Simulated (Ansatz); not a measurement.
# C3H5 (charge +1), singlet: CASSCF and its corrections

Calculated in Ansatz's Gaussian-basis code; NEVPT3, NEVPT4(SD), MRCISD by development code. Basis aug-cc-pVTZ, nonrelativistic, 3 orbitals frozen in the corrections. State-specific CASSCF; RHF is the lowest restricted (open-shell) Hartree–Fock solution met. No symmetry is imposed, so a solution can break that of the shape. No proof that the lowest CASSCF solution was found.

Geometry:

```xyz
8

C     0.0000   -0.5026    0.0000
C     0.0000    0.2134   -1.1826
C     0.0000    0.2134    1.1826
H     0.0000   -1.5877    0.0000
H     0.0000   -0.2806   -2.1512
H     0.0000    1.3017   -1.1794
H     0.0000   -0.2806    2.1512
H     0.0000    1.3017    1.1794
```

**Question.** What do CASSCF and its corrections give against RHF in CAS(2,3), and what are the occupations?

**Answer.** CASSCF -0.818 eV, SC-NEVPT2 -12.588 eV, FIC-NEVPT2 -12.594 eV, NEVPT3 -13.356 eV, NEVPT4(SD) -13.741 eV, MRCISD -12.179 eV; occupations 1.90, 0.08, 0.02. The MRCI reference weight is 0.888.

**Question.** How do single-reference totals in the same basis and frozen core stand against SC-NEVPT2 in CAS(2,3)?

**Answer.** CCSD(T) -1.316 eV. Coupled cluster stands on the determinant that it favours, which can lie over the RHF solution above, and is in doubt where the occupations are far from 0, 1 and 2.

**Question.** Roughly how much CPU time does a whole run from the default start take (median of such runs, summed over threads; nearly all runs on one pinned thread of a shared server, mostly Xeon at 2.3 to 2.6 GHz, by a development driver)?

**Answer.** CAS(2,3): about 31 s. Other jobs ran beside these, and the count of passes differs.
